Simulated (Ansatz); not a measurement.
Species: CH3O, charge -1, singlet. CH3O- (parent SMILES C[O], singlet).
B3LYP-D3(BJ)/def2-TZVP minimum from Ansatz (a program for electronic structure):
```xyz
5

C     -0.5212     0.0979     0.0242
O      0.7752    -0.1455    -0.0360
H     -1.0129     0.0062     1.0555
H     -0.8624     1.1430    -0.3000
H     -1.1989    -0.5721    -0.6129
```
Charge -1, spin multiplicity 1.

Total energies in aug-cc-pVDZ, 14 correlated electrons, 2 frozen orbitals. UHF or UKS for unpaired electrons; spin-orbit terms are left out. Cores are frozen in correlated methods. No relativity. The spin of CH3O- (parent SMILES C[O], singlet) was assumed, and the state is the lowest solution found for it.

| method | program | energy (Eh) | minus CCSDT(Q) (mEh) |
|---|---|---|---|
| HF | Ansatz | -114.42692 | 409.24 |
| MP2 | Ansatz | -114.80512 | 31.04 |
| CCSD | Ansatz | -114.82122 | 14.94 |
| CCSD(T) | Ansatz | -114.83465 | 1.52 |
| CCSDT(Q) | Ansatz | -114.83616 | 0.00 |

Rough core times of Ansatz's runs on a shared machine: CCSD(T) under 20 s, CCSDT(Q) 2 min.
